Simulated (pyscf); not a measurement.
Elementary routes open to ethyl (•H₂C–CH₃) + methane (CH₄) in the gas phase (doublet surface):
A. propane (H₃C–CH₂–CH₃) + H atom (H•) (C–H broken; C–C formed)
B. ethane (H₃C–CH₃) + methyl (CH₃•) (C–H broken; C–H formed)

Single points on ωB97X-D3(BJ)/def2-SVP structures (PySCF, gas phase).

Rank the routes by free-energy barrier at 298 K, lowest first, for ωB97M-D3(BJ)/def2-TZVP energies (ideal gas, 1 atm, RRHO with modes under 100 cm⁻¹ raised to 100, one conformer, R ln 2 for chiral ones without a mode under 150 cm⁻¹).

B (1.14 eV), A (2.68 eV)

Route B is the fastest of these, ahead of the next by 1.54 eV. The most stable products are those of B (ΔG = +0.24 eV), so kinetics and thermodynamics agree. At 1200 K B is still the fastest. Only these routes are compared; each barrier is that of the saddle found, and lower ones may exist.
